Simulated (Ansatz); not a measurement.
# NH3+ (doublet): the correlation ladder, def2-TZVPP

An exercise on one series of results from a longer session: the logs are not shown, and one member is left open.

The runs use Ansatz 0.2.0, Gaussian basis; def2-TZVPP, core rule «outside noble gas», up to 1 orbitals frozen.

The runs, in order: UHF; ROHF; CCSD(T) on UHF.

## The geometry

The geometry is a PBE0/def2-TZVP stationary point (not a proven minimum).

4 atoms, charge 1, spin multiplicity 2.

Atoms are counted from 1 here; the program's logs count them from 0.

Bond lengths: N1–H2 1.024 Å, N1–H3 1.024 Å, N1–H4 1.024 Å. Angles: H2–N1–H3 120.0°, H2–N1–H4 120.0°, H3–N1–H4 120.0°.

The first run:

in.yaml reads:

```yaml
crystal:
  periodic: [false, false, false]
  atoms:
    - {symbol: N, position_ang: [0.000000, 0.000000, 0.000000]}
    - {symbol: H, position_ang: [1.024021, 0.013755, -0.000070]}
    - {symbol: H, position_ang: [-0.523923, 0.879946, -0.002762]}
    - {symbol: H, position_ang: [-0.500098, -0.893701, 0.002832]}
basis:
  gaussian: {orbitals: def2-TZVPP}
total_charge: 1
magnetization: {spin_polarized: true, initial_magnetization: 1}
hamiltonian: {xc: hf}
output: {orbitals: {seedname: orbitals}}
```

Run with:

```
> ansatz run in.yaml --threads 1 --pin off --events-out ev --progress --plain --max-ram 4096MiB --backend cpu
```

Steps of the session up to this table: UHF; ROHF; CCSD(T) on UHF.

One of the session's tables, all rows but one given; the rest of the session is left out.

| method | from UCCSD(T) (kJ/mol) |
| --- | --- |
| ROHF | +542.8 |
| UHF | +528.2 |
| UMP2 | ? |
| UCCSD | +12.0 |
| UCCSD(T) | 0 |

Q: Estimate the row for UMP2 from the others.

**Answer.** from UCCSD(T) (kJ/mol): +62.2. In the column «from UCCSD(T) (kJ/mol)» it lies between UCCSD (+12.0) and UHF (+528.2).
